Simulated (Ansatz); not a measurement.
# RbRu2: from a trial structure to a relaxed crystal

Theory: DFT PBE, scalar-relativistic, plane waves, PAW in Ansatz. Cutoff 420 eV, Γ-centred k mesh, Gaussian smearing, no spin polarisation in the final step.

The start puts RbRu2 on the AlB2 structure type (P6/mmm, No. 191), with Rb in place of Al, Ru in place of B, at a guessed volume.

```yaml
crystal:
  lattice:
    - [4.06480, 0.00000, 0.00000]
    - [-2.03240, 3.52022, 0.00000]
    - [0.00000, 0.00000, 4.38890]
  atoms:
    - { symbol: Rb, position: [0.00000, 0.00000, 0.00000] }
    - { symbol: Ru, position: [0.33333, 0.66667, 0.50000] }
    - { symbol: Ru, position: [0.66667, 0.33333, 0.50000] }
```

Cell and atoms relax at zero pressure; the relaxation can't lower the symmetry of the start. After a coarse first stage the cell is made exact in the group found at 0.06 Å.

The zero of energy is the elements' standard structures at the same level; no fitted shifts are applied.

Q: Which crystal results?

A: It keeps P6/mmm (No. 191), but not the shape of the type it started on. Conventional cell: a = 4.034 Å, c = 6.018 Å. Rb is coordinated by 12 Ru at 3.80 Å and 6 Rb at 4.03 Å; Ru is coordinated by 3 Ru at 2.33 Å.

Space group P6/mmm (No. 191). a = 4.034 Å, b = 4.034 Å, c = 6.018 Å, α = 90.00°, β = 90.00°, γ = 120.00°
```csv
atom,site,symmetry,x,y,z
Rb,1a,6/mmm,0.0000,0.0000,0.0000
Ru,2d,-6m2,0.3333,0.6667,0.5000
```

Q: What are its volume, energy, density and gap?

A: The volume per atom is 28.27 Å³ and the density is 5.63 g/cm³. The energy over the elements is 1.02 eV/atom. The gap on the 12×12×8 mesh is 0 eV (a metal).

The final run used a 12×12×8 mesh on its 3-atom cell and 0.10 eV smearing. For metals, differences of a few meV/atom aren't resolved. Symmetry constrained the relaxation, so the result can be a saddle point.

Cost: 3 runs of about 1 core-minutes in all, on Arm Neoverse V2 (shared hosts).